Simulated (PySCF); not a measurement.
# Broadened absorption spectrum of C4H10NP

Species: C₄H₁₀NP.
Cartesian coordinates in Å at the GFN2-xTB level; atoms count from 1:
```xyz
16
C4H10NP angstrom
C     -1.615   -1.319    1.017
C     -0.673   -1.290    0.090
P      0.137    0.193   -0.597
C      1.912   -0.152   -0.435
C     -0.185    1.521    0.650
N     -0.110    0.494   -2.107
H     -2.118   -2.235    1.288
H     -1.911   -0.438    1.562
H     -0.408   -2.185   -0.465
H      2.142   -1.023   -1.044
H      2.450    0.705   -0.836
H      2.193   -0.329    0.600
H      0.387    2.394    0.337
H     -1.243    1.781    0.634
H      0.107    1.225    1.654
H     -1.072    0.666   -2.360
```

Theory: TDDFT B3LYP/def2-SVPD, vertical, gas phase, core orbitals frozen in the response (PySCF).

Computed states:

```tsv
state	E (eV)	f
S1	4.19	0.026
S2	5.14	0.040
S3	5.46	0.026
S4	6.23	0.0030
S5	6.33	0.024
S6	6.36	0.0016
S7	6.63	0.0097
S8	6.78	0.035
```

Broadening: Gaussians 0.25 eV wide at half height, area fixed by f = 4.319×10⁻⁹ ∫ε dν̃. The width is an assumption, not a result. The curve ends short of the highest state used, and states not computed would add to its high-energy end.

(1) Give the broadened spectrum and its maxima.

(2) Coming from long wavelengths, where does ε first pass 100 L mol⁻¹ cm⁻¹?

(3) On this curve, what absorbance would a 10⁻³ mol/L sample give at 280 nm over a 1 cm path?

Answers

(1) 
(λ (nm), ε (L mol⁻¹ cm⁻¹)): (200.6, 1355), (203.4, 404), (206.3, 71), (209.2, 8), (212.1, 4), (215.0, 41), (217.9, 258), (220.7, 905), (223.6, 2014), (226.5, 2817), (229.4, 2695), (232.3, 2297), (235.2, 2698), (238.0, 3749), (240.9, 4357), (243.8, 3723), (246.7, 2330), (249.6, 1087), (252.5, 385), (255.4, 106), (258.2, 24), (261.1, 4), (264.0, 1), (266.9, 0), (269.8, 2), (272.7, 12), (275.5, 45), (278.4, 145), (281.3, 378), (284.2, 807), (287.1, 1426), (290.0, 2108), (292.8, 2621), (295.7, 2808), (298.6, 2590), (301.5, 2074), (304.4, 1454), (307.3, 899), (310.2, 494), (313.0, 249), (315.9, 110), (318.8, 44), (321.7, 16), (324.6, 5)

Maxima: 296 nm (4.19 eV), ε about 2800, made up of S1 (100%); 241 nm (5.15 eV), ε about 4400, made up of S2 (99%); 227 nm (5.45 eV), ε about 2900, made up of S3 (98%) (ε in L mol⁻¹ cm⁻¹; maxima over ε = 5, shares over 10%). At its high-energy end, 6.18 eV, the curve is still rising (ε about 1300, from S4 and S5).

(2) At about 316 nm (3.92 eV), 0.27 eV below S1.

(3) 280 nm is 4.428 eV, where ε is about 250 L mol⁻¹ cm⁻¹, so A = ε c l ≈ 0.25 (Beer–Lambert, with the gas-phase spectrum and the assumed width).

One conformer stands for the species.
